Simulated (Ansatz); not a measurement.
**C₂H₂F+ (SMILES C=[C+]F): one structure at several levels**

The task here is to estimate one member of a computed series from the others.

Method: single points in def2-TZVPP; program: Ansatz 0.2.0, Gaussian basis.

Cores are frozen in the correlated methods.

1 further run of the same task is left out (it didn't finish).

### Where the work starts

SMILES `C=[C+]F`, 5 atoms, charge 1, spin multiplicity 1.

Atoms are counted from 1 here; the program's logs count them from 0.

Bond lengths: C1–C2 1.284 Å, C1–H4 1.097 Å, C1–H5 1.086 Å, C2–F3 1.186 Å. Angles: C2–C1–H4 121.6°, C2–C1–H5 126.7°, H4–C1–H5 111.6°, C1–C2–F3 175.0°.

Coordinates:

```xyz
5

C    -0.26108    0.22944   -0.36786
C     0.32496   -0.38055    0.59751
F     0.86594   -1.02850    1.43064
H    -0.50675   -0.28196   -1.30705
H    -0.51109    1.28507   -0.41126
```

The first run:

File run/in.yaml:

```yaml
crystal:
  periodic: [false, false, false]
  atoms:
    - {symbol: C, position_ang: [-0.261083, 0.229443, -0.367858]}
    - {symbol: C, position_ang: [0.324958, -0.380551, 0.597507]}
    - {symbol: F, position_ang: [0.865940, -1.028498, 1.430643]}
    - {symbol: H, position_ang: [-0.506754, -0.281962, -1.307046]}
    - {symbol: H, position_ang: [-0.511086, 1.285067, -0.411265]}
basis:
  gaussian: {orbitals: def2-TZVPP}
total_charge: 1
hamiltonian: {xc: pbe, dispersion: d4}
output: {forces: true}
```

Launch:

```bash
> ansatz run in.yaml --threads 2 --pin off --events-out ev --progress --plain --max-ram 3481MiB
```

Steps of the session up to this table: PBE-D4/def2-TZVPP; r2SCAN-D4/def2-TZVPP; PBE0-D4/def2-TZVPP; wB97M-V/def2-TZVPP; CCSD(T)/def2-TZVPP.

One of the session's tables, all rows but one given; the rest of the session is left out.

| method | RMS force component (eV/Å) | angle to CCSD(T) forces (°) |
| --- | --- | --- |
| PBE-D4 | 1.240 | 12.6 |
| r2SCAN-D4 | 1.145 | 16.3 |
| PBE0-D4 | ? | ? |
| wB97M-V | 1.161 | 14.3 |
| CCSD(T) | 1.002 | reference |

Q: Estimate the row for PBE0-D4 from the others.

**Answer.** RMS force component (eV/Å): 1.073; angle to CCSD(T) forces (°): 19.7. In the column «RMS force component (eV/Å)» it lies between CCSD(T) (1.002) and r2SCAN-D4 (1.145).
